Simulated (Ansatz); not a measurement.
BeH, SMILES [BeH+], charge +1.

Geometry: PBE0-D3(BJ)/def2-TZVPD. The spin state was assumed, not searched.

Two levels are set side by side: PBE/def2-TZVPD (Ansatz, an electronic-structure program) and PBE0/def2-TZVPD (Ansatz). Energy differences of separate SCF runs at the same geometry; the states with an electron removed or added have multiplicity 2 and 2. Differences are taken from unrounded values.

```
quantity                            PBE0    PBE  PBE minus PBE0
---------------------------------  -----  -----  --------------
vertical ionisation energy (eV)    20.49  20.54            0.05
vertical electron affinity (eV)     8.42   8.41           -0.01
vertical singlet–triplet gap (eV)   4.11   4.13            0.02
```

Here PBE gives about what the other level gives.
